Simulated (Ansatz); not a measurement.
# Worked example: correlation energy of [CH3···H···Si], triplet

Geometry: a point of a hydrogen-transfer path between rigid fragments, not a stationary point.

```xyz
6

C    -1.8520    0.0000    0.0000
H    -2.2152    1.0273    0.0000
H    -2.2152   -0.5137    0.8897
H    -2.2152   -0.5137   -0.8897
H    -0.6550    0.0000    0.0000
Si    1.0540    0.0000    0.0000
```

Basis cc-pVDZ; Ansatz 0.2.0. Correlated methods freeze the noble-gas cores, which leaves 12 electrons in 46 orbitals. R marks a restricted (for open shells ROHF) determinant, U an unrestricted one.

Full CI isn't at hand for all of this; UCCSDT(Q) serves as the reference, and is uncertain by about the last step of the cluster series.

Runs differ by some tens of microhartree through their thresholds and, for an open shell, their frozen cores, so steps under 0.03 kcal/mol mean nothing.

```tsv
level	total energy (hartree)
UHF	-329.021348
UMP2	-329.237800
UCCSD	-329.278644
UCCSD(T)	-329.285179
UCCSDT	-329.286118
UCCSDT(Q)	-329.286426
```

**Question.** What is the correlation energy at UCCSDT(Q), and what share of it do UMP2 and UCCSD recover?

**Answer.** E(corr) = -329.286426 − (-329.021348) = -0.265078 hartree = -7.213 eV. UMP2: -0.216452 / -0.265078 = 81.66 %. UCCSD: -0.257296 / -0.265078 = 97.06 %.

**Question.** By how many kcal/mol does UCCSD(T) miss UCCSDT(Q) (1 hartree = 627.509 kcal/mol), and which steps make up the rest?

**Answer.** -329.285179 − (-329.286426) = 0.001247 hartree = 0.78 kcal/mol. Steps: UCCSDT − UCCSD(T) = -0.59, UCCSDT(Q) − UCCSDT = -0.19 kcal/mol. That is within 1 kcal/mol of the reference in this basis, which itself misses far more of the correlation at the basis-set limit.
